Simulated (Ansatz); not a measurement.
# B₂− (doublet): from Hartree-Fock to the top rungs, aug-cc-pVDZ

How much of the correlation energy of B₂− (doublet) does each wave-function method recover here?

The runs use Ansatz 0.2.0, Gaussian basis; aug-cc-pVDZ, core rule «outside noble gas», up to 2 orbitals frozen.

The runs, in order: UHF; CCSD(T) on ROHF; CCSD(T) on UHF; BCCD(T) on ROHF; CISD; CCSDT(Q) on ROHF; CCSDT(Q) on UHF; CISDTQ; CCSDTQ on ROHF; CCSDTQ on UHF; CASSCF and MRCISD+Q, 7 electrons in 8 orbitals; CASSCF and NEVPT2, 7 electrons in 8 orbitals; Full CI.

4 further runs of the same task are left out: 1 that didn't finish, 3 set aside as unsound or not needed.

## Step 1: The system

The geometry is a PBE0/def2-TZVPD stationary point (not a proven minimum).

2 atoms, charge -1, spin multiplicity 2.

Atoms are counted from 1 here; the program's logs count them from 0.

Bond lengths: B1–B2 1.622 Å.

## Step 2: UHF

Input file in.yaml:

```yaml
crystal:
  periodic: [false, false, false]
  atoms:
    - {symbol: B, position_ang: [0.000000, 0.000000, 0.000000]}
    - {symbol: B, position_ang: [0.000000, 0.000000, 1.622200]}
basis:
  gaussian: {orbitals: aug-cc-pVDZ}
total_charge: -1
magnetization: {spin_polarized: true, initial_magnetization: 1}
hamiltonian: {xc: hf}
output: {orbitals: {seedname: orbitals}}
```

Started as:

```console
$ ansatz run in.yaml --threads 1 --pin off --events-out ev --progress --plain --max-ram 3956MiB --backend cpu
```

After this run come: CCSD(T) on ROHF; CCSD(T) on UHF; BCCD(T) on ROHF; CISD; CCSDT(Q) on ROHF; CCSDT(Q) on UHF; CISDTQ; CCSDTQ on ROHF; CCSDTQ on UHF; CASSCF and MRCISD+Q, 7 electrons in 8 orbitals; CASSCF and NEVPT2, 7 electrons in 8 orbitals; Full CI.

**Question.** What will the summary of the whole plan be? Wanted: FCI below the RHF energy; RMP2 from FCI; RCCSD from FCI; RCCSD(T) from FCI; RCCSDT(Q) from FCI; NEVPT2 valence from FCI; MRCISD+Q valence from FCI; T1 diagnostic; effectively unpaired electrons.

**Answer**, as computed:

| quantity | value |
| --- | --- |
| FCI below the RHF energy | -5.3329 eV |
| RMP2 from FCI | +1183.9 meV |
| RCCSD from FCI | +641.6 meV |
| RCCSD(T) from FCI | +99.4 meV |
| RCCSDT(Q) from FCI | +8.3 meV |
| NEVPT2 valence from FCI | +710.7 meV |
| MRCISD+Q valence from FCI | +23.4 meV |
| levels within 1 kcal/mol (43 meV) | RCCSDT(Q), RCCSDTQ, MRCISD+Q valence |
| T1 diagnostic | 0.039 |
| effectively unpaired electrons | 1.71 |

What this shows: RCCSD(T) misses by +99.4 meV, 1.9 % of the correlation energy. The occupations show some static correlation. Of the multireference levels listed MRCISD+Q valence comes nearest in total energy (+23.4 meV), which doesn't show that its space is the better one. Coupled cluster took another determinant than the lowest Hartree-Fock one. These misses are within one basis, not against nature.
